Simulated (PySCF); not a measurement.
hydrogen chloride (ClH), SMILES Cl. Geometry optimised at B3LYP-D3(BJ)/def2-TZVPD.

Task: Give the equilibrium geometry at B3LYP-D3(BJ)/def2-TZVPD (PySCF confirms it by a frequency run) as Cartesian coordinates in Å, and its point group. (The exact figures need the calculation; the answer reports its results.)

Result: point group C∞v.
```xyz
2

Cl     0.0000     0.0000    -0.0713
H      0.0000     0.0000     1.2113
```
Charge 0, spin multiplicity 1.
